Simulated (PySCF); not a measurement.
Computed with PySCF and rigid-rotor harmonic-oscillator thermochemistry at 1 bar. Table values come from the NASA 1993 polynomials. Open shells (unrestricted): C3H3 (propargyl) (multiplicity 2). The harmonic model lacks anharmonicity and excited electronic states, which grow with temperature; levels with a mode under 35 cm⁻¹ are left out. The table's entry may be an old estimate for C3H3 (propargyl) (not checked at source).

Harmonic frequencies at PBE/def2-SVP (cm⁻¹): 342, 411, 448, 610, 658, 968, 1090, 1382, 1983, 3074, 3173, 3400. Point group C2v; S°(298 K) = 255.2 J/mol/K at this level.

Problem. Work out Cp and S° of gaseous C3H3 (propargyl) at 500, 800, 1200, 1600, 2000 K from these, and set them beside the table.

Solution. 
```
T (K)  Cp PBE/def2-SVP  Cp table  S° PBE/def2-SVP  S° table
-----  ---------------  --------  ---------------  --------
500               80.4      78.2            292.3     289.0
800               95.5      94.6            333.7     329.6
1200             108.4     107.9            375.0     370.7
1600             116.3     116.2            407.4     403.0
2000             121.2     121.6            433.9     429.5
```
Units J/mol/K.
